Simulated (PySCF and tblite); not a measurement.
Results of a calculation; reference values are marked as such.
Molecule: C5H11N, numbered as in [CH3:1][C@H:2]1[CH2:3][CH2:4][NH:5][CH2:6]1.

The ring 2–3–4–5–6 is held at Altona–Sundaralingam phase angles P (ν_j = ν_max cos(P + 144°(j − 2)), ν_j about the bond from ring atom j to j + 1, counted from 0) and the rest relaxed at GFN2-xTB. Energies: PBE0/pcSseg-1 + D3(BJ). (tblite 0.8, PySCF 2.14.)

Problem. Give the DFT energy and dipole along the phase angle P.

Solution. 
| phase angle P ° | E kcal/mol | dipole D | amplitude ° |
| --- | --- | --- | --- |
| 0 | 0.12 | 1.00 | 46 |
| 36 | 0.00 | 1.03 | 45 |
| 72 | 0.60 | 1.14 | 42 |
| 108 | 1.29 | 1.33 | 38 |
| 144 | 0.87 | 1.42 | 38 |
| 180 | 0.23 | 1.36 | 40 |
| 216 | 0.10 | 1.37 | 40 |
| 252 | 0.36 | 1.45 | 39 |
| 288 | 0.65 | 1.39 | 38 |
| 324 | 0.35 | 1.16 | 42 |

Problem. How free is the pseudorotation?

Solution. The sampled points span 1.29 kcal/mol, from P = 36° to P = 108°; RT at 298 K is 0.59 kcal/mol, so it is hindered but fast.
